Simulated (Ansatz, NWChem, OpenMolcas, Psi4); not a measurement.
# Strength of the N–H bond: SiH3(NH2) → SiH3(NH) + H

Species: SiH3(NH2), singlet; SiH3(NH), doublet; H atom, doublet. 

Shapes, held fixed at every level: PBE0-D4/def2-TZVP. Programs: Ansatz 0.2.0, NWChem 7.3.0, OpenMolcas 26.06, Psi4 1.11. A level may come from different programs for different species; with the same settings they agree closely. Electronic energies: no zero-point or thermal term.

Q: Estimate ΔE of this reaction.

A: BHLYP/def2-TZVP gives ΔE = +469.4 kJ/mol; the levels span +363.0 to +487.1. The median of the levels is +469.8. Hartree–Fock misses the correlation of the pair that is broken and comes out low. No measured value is set beside it here. Open shells run unrestricted.

| level | kind | ΔE (kJ/mol) |
| --- | --- | --- |
| MP2/def2-TZVP | perturbation theory | +487.1 |
| HF/def2-TZVP | Hartree–Fock | +363.0 |
| PBE/def2-TZVP | GGA | +471.6 |
| M06-L/def2-TZVP | meta-GGA | +463.9 |
| TPSS/def2-TZVP | meta-GGA | +470.2 |
| r2SCAN/def2-TZVP | meta-GGA | +467.7 |
| B3LYP/def2-TZVP | global hybrid | +475.8 |
| BHLYP/def2-TZVP | global hybrid | +469.4 |
